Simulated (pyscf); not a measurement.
H₃C–CH₂–C•(CH₃)–CH₃ → H₂C=C(CH₃)–CH₃ + CH₃•, a bond scission (doublet surface; C–C broken, none formed). PySCF, gas phase, ωB97X-D3(BJ)/def2-SVP geometries. Energies in kcal/mol from the reactant's lowest minimum found.

Small-basis levels: PySCF, no dispersion term, spherical d functions. AM1 to PM7: differences of heats of formation from MOPAC. GFN2-xTB: tblite. Open shells are spin-unrestricted. 

| level | barrier | reaction energy |
|---|---|---|
| MP2/6-31G* | 42.6 | +28.8 |
| SVWN5/6-31G* | (withheld) | +44.7 |
| BP86/6-31G* | 32.2 | +30.4 |
| B3LYP/6-31G* | 33.0 | +28.6 |
| M06-2X/6-31G* | 37.0 | +32.9 |
| GFN2-xTB | (withheld) | +40.3 |
| AM1 | 39.9 | +37.4 |
| PM3 | 40.9 | +37.0 |
| PM7 | 35.2 | +32.6 |
| ωB97M-D3(BJ)/def2-TZVP | (withheld) | +27.9 |

Q: What belongs in the gaps?

A: 
- SVWN5/6-31G*, barrier: 38.1
- GFN2-xTB, barrier: 37.5
- ωB97M-D3(BJ)/def2-TZVP, barrier: 33.1

Against the last row the barrier runs from -0.9 (BP86/6-31G*) to +9.5 kcal/mol (MP2/6-31G*). At SVWN5/6-31G*, GFN2-xTB this geometry lies under one side, so the entry may be no barrier of that level: it is a single point on another level's saddle. ωB97M-D3(BJ)/def2-TZVP has limits of its own. This is the saddle that the search found; another between the same sides may lie lower.
